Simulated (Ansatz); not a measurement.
## H₃S (charge +1), SMILES [SH3+]: a test of scalar relativity, step by step

With Ansatz's Python interface.

At the Python prompt:
```pycon
>>> import ansatz as az
>>> import numpy as np
>>> system = (
...     az.Crystal.molecule()
...     .atom("S", (0.0192, -0.0141, 0.4802))
...     .atom("H", (-0.4829, 1.0958, -0.109))
...     .atom("H", (1.1769, -0.127, -0.2112))
...     .atom("H", (-0.7132, -0.9548, -0.1599))
... )
>>> setup = system.calculation().functional("PBE0", dispersion="d4").charge(1).forces()
>>> # a set contracted for a scalar-relativistic Hamiltonian goes with the relativistic run
>>> sets = {"none": "cc-pVTZ", "scalar": "cc-pVTZ-DK"}
>>> found = {kind: setup.basis(gaussian=basis).pseudopotentials(relativity=kind).run().report for kind, basis in sets.items()}
>>> for kind, each in found.items():
...     dipole = 4.803205 * np.linalg.norm(each["charge_distribution"]["dipole_moment_e_ang"])
...     print(f"{kind:7s} E = {each['free_energy_ev']:.4f} eV  dipole {dipole:.3f} D  largest force component {np.abs(each['forces_ev_ang']).max():.4f} eV/A")
...
none    E = -10872.1645 eV  dipole 1.542 D  largest force component 0.9911 eV/A
scalar  E = -10901.7940 eV  dipole 1.529 D  largest force component 1.0124 eV/A
>>> print(f"relativity lowers the total energy by {found['none']['free_energy_ev'] - found['scalar']['free_energy_ev']:.3f} eV")
relativity lowers the total energy by 29.629 eV
```

Caveats:
- Total energies depend on the basis set; only differences at equal settings carry meaning.
- The geometry is a force-field or estimated start, not a minimum of this method. The basis set changes with the Hamiltonian (a set recontracted for scalar relativity), and most of the change in the total lies in the cores.
- An ion's dipole depends on the origin; the program takes it about the centre of nuclear charge.
- Run time: 2 s on 1 thread of Arm Neoverse V1, with other jobs on the host, peak memory 0.18 GiB.
